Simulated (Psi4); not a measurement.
# triplet AlH3Cl−: levels of theory compared

Aim: a comparison of 3 runs (U-wB97X/cc-pVTZ, UCAM-B3LYP/cc-pVTZ, UM06-2X/cc-pVTZ) of triplet AlH3Cl−. 

Program for the calculation: Psi4 1.11.

## 1. Starting point

AlH3Cl− has 5 atoms, charge -1, and is taken as a triplet. SMILES of the parent species: `[AlH3-][Cl]`. Geometry: a GFN2-xTB relaxation, a rough one for these elements and not checked as a minimum. That shape belongs to the parent species and isn't relaxed for this state.

Bond lengths: Al1–Cl2 2.098 Å, Al1–H3 1.609 Å, Al1–H4 1.608 Å, Al1–H5 1.608 Å. Angles: Cl2–Al1–H3 107.0°, Cl2–Al1–H4 107.0°, Cl2–Al1–H5 107.1°, H3–Al1–H4 111.8°, H3–Al1–H5 111.7°, H4–Al1–H5 111.8°.

## 2. Energy and forces at U-wB97X/cc-pVTZ (run 1)

The input, job.json:

```json
{
 "schema_name": "qcschema_input",
 "schema_version": 1,
 "molecule": {
  "schema_name": "qcschema_molecule",
  "schema_version": 2,
  "symbols": ["Al", "Cl", "H", "H", "H"],
  "geometry": [0.2062825, -0.00083148, -0.15590241, -2.95311281, -0.00398732, 2.23790816, 0.42724818, 2.79394118, -1.33072624, -0.30271523, -2.09081188, -2.30225334, 2.62229735, -0.69832939, 1.55095492],
  "molecular_charge": -1,
  "molecular_multiplicity": 3,
  "fix_symmetry": "c1"
 },
 "driver": "gradient",
 "model": {
  "method": "wb97x",
  "basis": "cc-pVTZ"
 },
 "keywords": {
  "reference": "uks",
  "puream": true,
  "e_convergence": 1e-09,
  "d_convergence": 1e-08,
  "scf_type": "pk",
  "dft_radial_points": 99,
  "dft_spherical_points": 590,
  "maxiter": 200,
  "scf_properties": ["MAYER_INDICES", "MULLIKEN_CHARGES", "WIBERG_LOWDIN_INDICES"]
 }
}
```

On the command line:

```console
$ psi4 --qcschema job.json -n 1 --memory 1600MB
```

stdout:

```text
[...]
  Running in c1 symmetry.
[...]
  Nuclear repulsion =   78.196689845815982
[...]
  Multiplicity = 3
[...]
  Nalpha       = 18
  Nbeta        = 16
[...]
    Number of basis functions: 110
[...]
   @UKS iter   1:  -704.24484159513884   -3.14912e-01   2.82036e-03 ADIIS/DIIS
[...]
   @UKS iter  39:  -704.31000807512885   -2.16005e-11   3.00693e-09 DIIS
[...]
   @S^2 Observed:                2.010709844E+00
[...]
    Orbital Energies [Eh]
    ---------------------
    Alpha Occupied:
       1A   -101.326258     2A    -55.870868     3A     -9.355353
       4A     -7.112569     5A     -7.111854     6A     -7.109262
       7A     -4.051537     8A     -2.604540     9A     -2.600683
      10A     -2.598798    11A     -0.759967    12A     -0.414306
      13A     -0.315579    14A     -0.279570    15A     -0.273502
      16A     -0.244487    17A     -0.210430    18A      0.066283
    Alpha Virtual:
      19A      0.272630    20A      0.274103    21A      0.317896
      22A      0.344488    23A      0.384600    24A      0.384910
      25A      0.399689    26A      0.413804    27A      0.417877
[...]
  @UKS Final Energy:  -704.31000807512885
   => Energetics <=
    Nuclear Repulsion Energy =             78.1966898458159818
    One-Electron Energy =               -1136.4624375627440713
    Two-Electron Energy =                 390.1815261095368896
    DFT Exchange-Correlation Energy =     -36.2257864677376986
    Empirical Dispersion Energy =           0.0000000000000000
    VV10 Nonlocal Energy =                  0.0000000000000000
    Total Energy =                       -704.3100080751288488
[...]
 Multipole Moments:
 ------------------------------------------------------------------------------------
     Multipole            Electronic (a.u.)      Nuclear  (a.u.)        Total (a.u.)
 ------------------------------------------------------------------------------------
 L = 1.  Multiply by 2.5417464519 to convert [e a0] to [Debye]
 Dipole X            :         -5.2089455            3.4416347           -1.7673108
 Dipole Y            :          0.5105689            0.0059608            0.5165297
 Dipole Z            :          3.7774556           -2.6086279            1.1688277
 Magnitude           :                                                    2.1809054
[...]
  Mulliken Charges: (a.u.)
   Center  Symbol    Alpha    Beta     Spin     Total
       1    AL     7.44356  6.30328  1.14028 -0.74684
       2    CL     8.66192  8.56950  0.09242 -0.23143
       3     H     0.69479  0.17750  0.51729  0.12772
       4     H     0.59847  0.47857  0.11990 -0.07705
       5     H     0.60125  0.47115  0.13010 -0.07240
   Total alpha = 18.00000, Total beta = 16.00000, Total charge = -1.00000
  Mayer Bond Indices:
  Total Bond Index:
[...]
  -Total Gradient:
     Atom            X                  Y                   Z
    ------   -----------------  -----------------  -----------------
       1       -0.041490559153     0.041292577666     0.017722127716
       2        0.030660232342    -0.004662714609    -0.021713878274
       3        0.002809882623    -0.023121735564     0.005777317084
       4        0.011063046877    -0.003304259966     0.008387432988
       5       -0.003085411697    -0.010149653241    -0.010151756732
[...]
```

The result, in JSON:

```text
{
 "driver": "gradient",
 "model": {
  "method": "wb97x",
  "basis": "cc-pVTZ"
 },
 "success": true,
 "return_result": [-0.04149055915337783, 0.04129257766586785, 0.01772212771624746, 0.030660232341535823, -0.004662714608581624, -0.02171387827435331, 0.002809882622795211, -0.023121735563837995, 0.005777317083667008, 0.011063046876827812, -0.003304259965797071, 0.008387432987750632, -0.003085411696892748, -0.010149653240596183, -0.010151756731844437],
 "properties": {
  "calcinfo_nbasis": 110,
  "calcinfo_nmo": 110,
  "calcinfo_nalpha": 18,
  "calcinfo_nbeta": 16,
  "calcinfo_natom": 5,
  "nuclear_repulsion_energy": 78.19668984581598,
  "return_energy": -704.3100080751288,
  "return_gradient": [-0.04149055915337783, 0.04129257766586785, 0.01772212771624746, 0.030660232341535823, -0.004662714608581624, -0.02171387827435331, 0.002809882622795211, -0.023121735563837995, 0.005777317083667008, 0.011063046876827812, -0.003304259965797071, 0.008387432987750632, -0.003085411696892748, -0.010149653240596183, -0.010151756731844437],
  "scf_one_electron_energy": -1136.462437562744,
  "scf_two_electron_energy": 390.1815261095369,
  "scf_xc_energy": -36.2257864677377,
  "scf_dipole_moment": [-1.76731076932926, 0.5165297329938844, 1.1688277271462897],
  "scf_total_energy": -704.3100080751288,
  "scf_total_gradient": [-0.04149055915337783, 0.04129257766586785, 0.01772212771624746, 0.030660232341535823, -0.004662714608581624, -0.02171387827435331, 0.002809882622795211, -0.023121735563837995, 0.005777317083667008, 0.011063046876827812, -0.003304259965797071, 0.008387432987750632, -0.003085411696892748, -0.010149653240596183, -0.010151756731844437],
  "scf_iterations": 39
 }
}
```

Wall time 2.4 min (1 thread of Intel Xeon Platinum 8488C (Sapphire Rapids), shared host); peak memory 0.88 GiB.

## 3. A single-point energy at UCAM-B3LYP/cc-pVTZ (run 2)

The input, alclh3.py:

```python
import psi4

psi4.set_memory('1600 MB')
psi4.set_num_threads(1)
psi4.core.set_output_file('psi4.out', False)

m = psi4.geometry("""
-1 3
Al     0.109160    -0.000440    -0.082500
Cl    -1.562720    -0.002110     1.184250
H      0.226090     1.478490    -0.704190
H     -0.160190    -1.106410    -1.218300
H      1.387660    -0.369540     0.820730
symmetry c1
no_reorient
no_com
""")

options = {'basis': 'cc-pVTZ', 'reference': 'uks', 'puream': True, 'e_convergence': 1e-09, 'd_convergence': 1e-08, 'scf_type': 'pk', 'dft_radial_points': 99, 'dft_spherical_points': 590, 'maxiter': 200}
psi4.set_options(options)

e, wfn = psi4.energy('cam-b3lyp', molecule=m, return_wfn=True)
psi4.oeprop(wfn, 'DIPOLE', 'MULLIKEN_CHARGES', 'MAYER_INDICES', title='CAM-B3LYP')
print(f'total energy {e:.8f} hartree = {e * 27.211386:.5f} eV')
```

On the command line:

```console
$ python alclh3.py
```

psi4.out:

```text
[...]
  Running in c1 symmetry.
[...]
  Nuclear repulsion =   78.196689782907086
[...]
  Multiplicity = 3
[...]
  Nalpha       = 18
  Nbeta        = 16
[...]
    Number of basis functions: 110
[...]
   @UKS iter   1:  -704.25792149291021   -2.37839e-01   3.19190e-03 ADIIS/DIIS
[...]
   @UKS iter  33:  -704.34679788011658   -4.49404e-10   6.82393e-09 DIIS
[...]
   @S^2 Observed:                2.010068667E+00
[...]
    Orbital Energies [Eh]
    ---------------------
    Alpha Occupied:
       1A   -101.428833     2A    -55.932398     3A     -9.338898
       4A     -7.098668     5A     -7.097205     6A     -7.094724
       7A     -4.019688     8A     -2.575516     9A     -2.572339
      10A     -2.570000    11A     -0.714391    12A     -0.368094
      13A     -0.274099    14A     -0.239251    15A     -0.232377
      16A     -0.206460    17A     -0.174343    18A      0.092109
    Alpha Virtual:
      19A      0.238614    20A      0.239647    21A      0.284274
      22A      0.303715    23A      0.345911    24A      0.347253
      25A      0.364048    26A      0.378653    27A      0.381483
[...]
  @UKS Final Energy:  -704.34679788011658
   => Energetics <=
    Nuclear Repulsion Energy =             78.1966897829070859
    One-Electron Energy =               -1136.4448788338779650
    Two-Electron Energy =                 390.4716463990812372
    DFT Exchange-Correlation Energy =     -36.5702552282268272
    Empirical Dispersion Energy =           0.0000000000000000
    VV10 Nonlocal Energy =                  0.0000000000000000
    Total Energy =                       -704.3467978801165827
[...]
 Multipole Moments:
 ------------------------------------------------------------------------------------
     Multipole            Electronic (a.u.)      Nuclear  (a.u.)        Total (a.u.)
 ------------------------------------------------------------------------------------
 L = 1.  Multiply by 2.5417464519 to convert [e a0] to [Debye]
 Dipole X            :         44.6196171          -44.7744149           -0.1547978
 Dipole Y            :          0.5511230           -0.0737938            0.4773292
 Dipole Z            :        -33.9699931           33.9356829           -0.0343102
 Magnitude           :                                                    0.5029739
[...]
  Mulliken Charges: (a.u.)
   Center  Symbol    Alpha    Beta     Spin     Total
       1    AL     7.44006  6.28712  1.15294 -0.72717
       2    CL     8.63349  8.55580  0.07769 -0.18929
       3     H     0.70929  0.19749  0.51180  0.09322
       4     H     0.60648  0.48462  0.12186 -0.09110
       5     H     0.61069  0.47498  0.13570 -0.08567
   Total alpha = 18.00000, Total beta = 16.00000, Total charge = -1.00000
  Mayer Bond Indices:
  Total Bond Index:
[...]
```

The script printed:

```text
total energy -704.34679788 hartree = -19166.25259 eV
```

Run time: 92 s. Hardware: 1 thread of Intel Xeon Platinum 8488C (Sapphire Rapids), shared host; peak memory 0.87 GiB.

## 4. Energy and gradient at UM06-2X/cc-pVTZ (run 3)

The input, alclh3.xyz:

```xyz
5
AlClH3
Al     0.109160    -0.000440    -0.082500
Cl    -1.562720    -0.002110     1.184250
H      0.226090     1.478490    -0.704190
H     -0.160190    -1.106410    -1.218300
H      1.387660    -0.369540     0.820730
```

The input, calc.py:

```python
import psi4

psi4.set_memory(1600000000)
psi4.set_num_threads(1)
psi4.set_output_file('alclh3.out', False)

with open('alclh3.xyz') as f:
    atoms = ''.join(f.readlines()[2:])
geom = psi4.geometry('-1 3\n' + atoms + 'symmetry c1')

psi4.set_options({
    'basis': 'cc-pVTZ',
    'reference': 'uks',
    'puream': True,
    'e_convergence': 1e-09,
    'd_convergence': 1e-08,
    'scf_type': 'pk',
    'dft_radial_points': 99,
    'dft_spherical_points': 590,
    'maxiter': 200,
})

E, wfn = psi4.gradient('m06-2x', molecule=geom, return_wfn=True)
psi4.oeprop(wfn, 'WIBERG_LOWDIN_INDICES', 'QUADRUPOLE', 'MULLIKEN_CHARGES', title='M06-2X')
print('gradient / Eh bohr^-1')
print(E.np.round(6))
print(f'energy = {wfn.energy():.10f} Eh')
for k, v in sorted(psi4.core.scalar_variables().items()):
    print(f'{k:45s} {v:18.10f}')
```

On the command line:

```console
$ python calc.py
```

alclh3.out, cut to the lines that bear on the results:

```text
[...]
  Running in c1 symmetry.
[...]
  Nuclear repulsion =   78.196689782907086
[...]
  Multiplicity = 3
[...]
  Nalpha       = 18
  Nbeta        = 16
[...]
    Number of basis functions: 110
[...]
   @UKS iter   1:  -704.19356848452435   -1.97216e-01   3.14593e-03 ADIIS/DIIS
[...]
   @UKS iter  28:  -704.28698114826136   -2.10321e-11   7.11515e-09 DIIS
[...]
   @S^2 Observed:                2.009541786E+00
[...]
  @UKS Final Energy:  -704.28698114826136
   => Energetics <=
    Nuclear Repulsion Energy =             78.1966897829070859
    One-Electron Energy =               -1136.5140465667986973
    Two-Electron Energy =                 376.8388852220431318
    DFT Exchange-Correlation Energy =     -22.8085095864127716
    Empirical Dispersion Energy =           0.0000000000000000
    VV10 Nonlocal Energy =                  0.0000000000000000
    Total Energy =                       -704.2869811482613613
[...]
  -Total Gradient:
     Atom            X                  Y                   Z
    ------   -----------------  -----------------  -----------------
       1       -0.032636698026     0.039169544239     0.011022885062
       2        0.028651836566    -0.003685125401    -0.020417126934
       3       -0.000468319520    -0.019797845736     0.007317720562
       4        0.008058273003    -0.005040203954     0.008585810961
       5       -0.003517772559    -0.010601447349    -0.006585119326
[...]
 Multipole Moments:
 ------------------------------------------------------------------------------------
     Multipole            Electronic (a.u.)      Nuclear  (a.u.)        Total (a.u.)
 ------------------------------------------------------------------------------------
 L = 1.  Multiply by 2.5417464519 to convert [e a0] to [Debye]
 Dipole X            :         -4.8358203            3.4416347           -1.3941856
 Dipole Y            :          0.4635056            0.0059608            0.4694664
 Dipole Z            :          3.5010947           -2.6086279            0.8924668
 Magnitude           :                                                    1.7206537
 L = 2.  Multiply by 1.3450342976 to convert [e a0^2] to [Debye ang]
 Quadrupole XX       :       -132.1418119           95.5676711          -36.5741408
 Quadrupole XY       :          0.5917895            0.0938432            0.6856327
[...]
  Mulliken Charges: (a.u.)
   Center  Symbol    Alpha    Beta     Spin     Total
[...]
```

The script printed:

```text
gradient / Eh bohr^-1
[[-0.032637  0.03917   0.011023]
 [ 0.028652 -0.003685 -0.020417]
 [-0.000468 -0.019798  0.007318]
 [ 0.008058 -0.00504   0.008586]
 [-0.003518 -0.010601 -0.006585]]
energy = -704.2869811483 Eh
CURRENT ENERGY                                   -704.2869811483
CURRENT REFERENCE ENERGY                         -704.2869811483
DD SOLVATION ENERGY                                 0.0000000000
DFT FUNCTIONAL TOTAL ENERGY                      -704.2869811483
DFT TOTAL ENERGY                                 -704.2869811483
DFT VV10 ENERGY                                     0.0000000000
DFT XC ENERGY                                     -22.8085095864
GRID ELECTRONS ALPHA                               17.9999998601
GRID ELECTRONS BETA                                15.9999998538
GRID ELECTRONS TOTAL                               33.9999997139
NUCLEAR REPULSION ENERGY                           78.1966897829
ONE-ELECTRON ENERGY                             -1136.5140465668
PCM POLARIZATION ENERGY                             0.0000000000
PE ENERGY                                           0.0000000000
SCF ITERATION ENERGY                             -704.2869811483
SCF ITERATIONS                                     28.0000000000
SCF TOTAL ENERGY                                 -704.2869811483
TWO-ELECTRON ENERGY                               376.8388852220
XC GRID RADIAL POINTS                              99.0000000000
XC GRID SPHERICAL POINTS                          590.0000000000
XC GRID TOTAL POINTS                           278997.0000000000
```

It took 2.6 min on 1 thread of Intel Xeon Platinum 8488C (Sapphire Rapids), shared host; peak memory 0.74 GiB.

## 5. The series

| run | level | task | energy (Eh) | HOMO energy (eV) | ⟨S²⟩ | largest force (eV/Å) | wall time |
| --- | --- | --- | --- | --- | --- | --- | --- |
| 1 | U-wB97X/cc-pVTZ | gradient | -704.310008 | 1.80 | 2.011 | 3.145 | 2.4 min |
| 2 | UCAM-B3LYP/cc-pVTZ | energy | -704.346798 | 2.51 | 2.010 | – | 92 s |
| 3 | UM06-2X/cc-pVTZ | gradient | -704.286981 | 2.73 | 2.010 | 2.682 | 2.6 min |

## 6. Results

| quantity | value |
| --- | --- |
| run 3: total energy | -704.28698 Eh |
| run 3: HOMO energy (highest over α and β) | 2.73 eV |
| run 3: ⟨S²⟩ | 2.010 |
| run 3: largest force on an atom | 2.682 eV/Å |

Totals of different functionals can't be ranked against each other. In runs 1, 2, 3 the HOMO lies above zero, so the outermost electron may be held by the basis alone. All runs together took 6.6 min, the longest 2.6 min.
